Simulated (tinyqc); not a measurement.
Inside a calculation. Method: Pariser-Parr-Pople SCF with singles CI, for the molecule C1=CC=C1 (SMILES; centres numbered as the heavy atoms are written). Computed by tinyqc, a small Python program that keeps every step. Settings: charge = 0, gamma = MN, start = core, damping = 0.5, iteration cap = 84, excitations kept = 6. Command: `OMP_NUM_THREADS=1 python tinyqc.py 24063 24064 out.jsonl` (the two numbers bound the seeds that draw the settings). One thread of a shared host (Intel(R) Xeon(R) Processor @ 2.60GHz), about 0.01 s of CPU time with the checks. Later iterations appear only in the table of the cycle.

## PPP integrals

Centres (angstrom, eV; a flat drawing with bonds scaled to 1.40 angstrom):
```
centre,x,y,core charge z,W,gamma_rr
1C,0.9900,0.0000,1,11.1600,11.1300
2C,0.0000,0.9900,1,11.1600,11.1300
3C,-0.9900,0.0000,1,11.1600,11.1300
4C,0.0000,-0.9900,1,11.1600,11.1300
```

Resonance integrals (eV):
```
i,j,beta
1,2,-2.3700
2,3,-2.3700
3,4,-2.3700
4,1,-2.3700
```

Mataga-Nishimoto: gamma = 14.399645/(R + a), a = 2 x 14.399645/(gamma_rr + gamma_ss); H_rr = -W_r - sum_(s != r) z_s gamma_rs; H_rs = beta for bonds.

repulsion gamma_rs (eV):
```
,1C,2C,3C,4C
1C,11.1300,5.3454,4.3985,5.3454
2C,5.3454,11.1300,5.3454,4.3985
3C,4.3985,5.3454,11.1300,5.3454
4C,5.3454,4.3985,5.3454,11.1300
```

core matrix H (eV):
```
,1C,2C,3C,4C
1C,-26.2493,-2.3700,0.0000,-2.3700
2C,-2.3700,-26.2493,-2.3700,0.0000
3C,0.0000,-2.3700,-26.2493,-2.3700
4C,-2.3700,0.0000,-2.3700,-26.2493
```

## Starting guess

pi electrons, sum of z_r less the charge = 4

Orbitals of the core matrix H.

P at the start:
```
,1C,2C,3C,4C
1C,1.5000,0.5000,-0.5000,0.5000
2C,0.5000,0.5000,0.5000,0.5000
3C,-0.5000,0.5000,1.5000,0.5000
4C,0.5000,0.5000,0.5000,0.5000
```

## Iteration 1: Fock matrix

F_rr = H_rr + P_rr gamma_rr / 2 + sum_(s != r) P_ss gamma_rs; F_rs = H_rs - P_rs gamma_rs / 2; E = tr P (H + F) / 2 + core repulsion sum_(r<s) z_r z_s gamma_rs.

F (eV):
```
,1C,2C,3C,4C
1C,-5.9587,-3.7063,1.0996,-3.7063
2C,-3.7063,-5.2313,-3.7063,-1.0996
3C,1.0996,-3.7063,-5.9587,-3.7063
4C,-3.7063,-1.0996,-3.7063,-5.2313
```

pi energy = -47.1260 eV

## Iteration 1: orbitals and new P

Diagonalise F (the basis is taken as orthonormal) and form P = 2 sum c c over the lowest orbitals; 0.5 of the old P is kept.

orbital energies (eV): -13.0441  -7.0583  -4.1317  1.8541

P after iteration 1:
```
,1C,2C,3C,4C
1C,1.4753,0.4988,-0.5247,0.4988
2C,0.4988,0.5247,0.4988,0.5247
3C,-0.5247,0.4988,1.4753,0.4988
4C,0.4988,0.5247,0.4988,0.5247
```

## Iteration 2: Fock matrix

As before.

F (eV):
```
,1C,2C,3C,4C
1C,-5.9407,-3.7031,1.1539,-3.7031
2C,-3.7031,-5.2493,-3.7031,-1.1539
3C,1.1539,-3.7031,-5.9407,-3.7031
4C,-3.7031,-1.1539,-3.7031,-5.2493
```

pi energy = -47.1660 eV

## Iteration 2: orbitals and new P

As before.

orbital energies (eV): -13.0451  -7.0946  -4.0954  1.8551

P after iteration 2:
```
,1C,2C,3C,4C
1C,1.4605,0.4979,-0.5395,0.4979
2C,0.4979,0.5395,0.4979,0.5395
3C,-0.5395,0.4979,1.4605,0.4979
4C,0.4979,0.5395,0.4979,0.5395
```

## Iteration 3: Fock matrix

As before.

F (eV):
```
,1C,2C,3C,4C
1C,-5.9299,-3.7008,1.1864,-3.7008
2C,-3.7008,-5.2601,-3.7008,-1.1864
3C,1.1864,-3.7008,-5.9299,-3.7008
4C,-3.7008,-1.1864,-3.7008,-5.2601
```

pi energy = -47.1895 eV

## Iteration 3: orbitals and new P

As before.

orbital energies (eV): -13.0454  -7.1164  -4.0736  1.8554

P after iteration 3:
```
,1C,2C,3C,4C
1C,1.4517,0.4973,-0.5483,0.4973
2C,0.4973,0.5483,0.4973,0.5483
3C,-0.5483,0.4973,1.4517,0.4973
4C,0.4973,0.5483,0.4973,0.5483
```

## Convergence

Stop when output and input P, before any damping, agree to 1e-7.

Course of the cycle:
```
iteration,E (eV),largest |P(out) - P(in)|
1,-47.125973,4.94e-02
2,-47.166006,2.95e-02
3,-47.189454,1.77e-02
4,-47.202409,1.06e-02
5,-47.209327,6.33e-03
6,-47.212945,3.79e-03
7,-47.214810,2.27e-03
8,-47.215764,1.36e-03
9,-47.216248,8.13e-04
10,-47.216492,4.87e-04
11,-47.216615,2.92e-04
...,...,...
17,-47.216738,1.35e-05
18,-47.216739,8.10e-06
19,-47.216739,4.85e-06
20,-47.216739,2.91e-06
21,-47.216740,1.74e-06
22,-47.216740,1.04e-06
23,-47.216740,6.26e-07
24,-47.216740,3.75e-07
25,-47.216740,2.25e-07
26,-47.216740,1.35e-07
27,-47.216740,8.09e-08
```

Converged in 27 iterations.

## Converged orbitals

Charges are z - P_rr.

orbital energies (eV): -13.0439  -7.1488  -4.0412  1.8539

coefficients:
```
,MO1,MO2,MO3,MO4
1C,0.4683,0.7071,0.0000,0.5298
2C,0.5298,0.0000,0.7071,-0.4683
3C,0.4683,-0.7071,0.0000,0.5298
4C,0.5298,0.0000,-0.7071,-0.4683
```

pi charges: 1C -0.4385, 2C 0.4385, 3C -0.4385, 4C 0.4385

## Singles CI, singlets

Over the 4 single excitations with the smallest orbital gaps: A = (e_a - e_i) delta + 2 (ia|jb) - (ij|ab), with (pq|rs) = sum c_mp c_mq gamma_mn c_nr c_ns. f = 2/3 w |mu|^2 in atomic units, mu = sqrt2 sum c_ia sum_m c_mi c_ma R_m.

singlet CI matrix (eV):
```
,2>3,1>3,2>4,1>4
2>3,-2.2379,0.0000,0.0000,0.0000
1>3,0.0000,6.0788,0.0000,0.0000
2>4,0.0000,0.0000,6.0788,0.0000
1>4,0.0000,0.0000,0.0000,10.7436
```

singlet excitation energies (eV): -2.2379  6.0788  6.0788  10.7436

oscillator strengths: 0.0000  0.5853  0.5853  0.0000

## Singles CI, triplets

Over the 4 single excitations with the smallest orbital gaps: A = (e_a - e_i) delta - (ij|ab), with (pq|rs) = sum c_mp c_mq gamma_mn c_nr c_ns.

triplet CI matrix (eV):
```
,2>3,1>3,2>4,1>4
2>3,-2.2379,0.0000,0.0000,0.0000
1>3,0.0000,2.2992,0.0000,0.0000
2>4,0.0000,0.0000,2.2992,0.0000
1>4,0.0000,0.0000,0.0000,8.3613
```

triplet excitation energies (eV): -2.2379  2.2992  2.2992  8.3613
